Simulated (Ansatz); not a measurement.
A nudged elastic band was laid between two geometries of CH₃LiS (6 atoms, charge 0, multiplicity 1).

These are results of RKS PBE0-D4/def2-SVP (Ansatz), not measurements.

```
movable images  : 7
climbing image  : yes
spring          : 5.0 eV/Å²
optimiser       : quadratic models (default)
start path      : through a guess of the saddle point
force threshold : 0.05 eV/Å
iteration limit : 60
end points      : relaxed
```

First end point:

```xyz
6
Properties=species:S:1:pos:R:3
Li -0.498 -2.363 1.018
S -1.093 -0.743 -0.245
C 0.205 0.542 -0.201
H 1.191 0.158 -0.508
H -0.068 1.343 -0.905
H 0.306 0.999 0.796
```

Last end point:

```xyz
6
Properties=species:S:1:pos:R:3
Li -1.442 -1.881 1.098
S 0.032 -1.312 -0.343
C 0.307 0.489 -0.210
H 1.093 0.781 -0.923
H -0.595 1.069 -0.461
H 0.647 0.791 0.793
```

Problem. What changes between the two ends?

Solution. No bond is made or broken. The dihedral Li1–S2–C3–H6 goes from -65 to 59°. The two ends are copies of one structure, up to a mirror image or an exchange of like atoms.

Problem. What energy profile does the band end with?

Solution. The run converged. The highest image is number 8 of 0 to 8, 0.0 kJ/mol above the ends, which have the same energy within 2 meV. The highest image is an end point: on this band no image between the ends rises above it.

```json
{"image": "0", "path coordinate (Å)": "0.00", "energy (kJ/mol)": "0.0", "dihedral Li1–S2–C3–H6 (°)": "-65"}
{"image": "1", "path coordinate (Å)": "0.28", "energy (kJ/mol)": "0.0", "dihedral Li1–S2–C3–H6 (°)": "-50"}
{"image": "2", "path coordinate (Å)": "0.56", "energy (kJ/mol)": "0.0", "dihedral Li1–S2–C3–H6 (°)": "-34"}
{"image": "3", "path coordinate (Å)": "0.84", "energy (kJ/mol)": "-0.1", "dihedral Li1–S2–C3–H6 (°)": "-19"}
{"image": "4", "path coordinate (Å)": "1.12", "energy (kJ/mol)": "-0.1", "dihedral Li1–S2–C3–H6 (°)": "-3"}
{"image": "5", "path coordinate (Å)": "1.40", "energy (kJ/mol)": "-0.1", "dihedral Li1–S2–C3–H6 (°)": "12"}
{"image": "6", "path coordinate (Å)": "1.68", "energy (kJ/mol)": "-0.1", "dihedral Li1–S2–C3–H6 (°)": "28"}
{"image": "7", "path coordinate (Å)": "1.96", "energy (kJ/mol)": "0.0", "dihedral Li1–S2–C3–H6 (°)": "44"}
{"image": "8", "path coordinate (Å)": "2.25", "energy (kJ/mol)": "0.0", "dihedral Li1–S2–C3–H6 (°)": "59"}
```

The band took 5 iterations and roughly 50 core-seconds.

Time of the run: 53 s on 1 thread of Arm Neoverse V2 (shared host), peak memory 0.11 GiB.
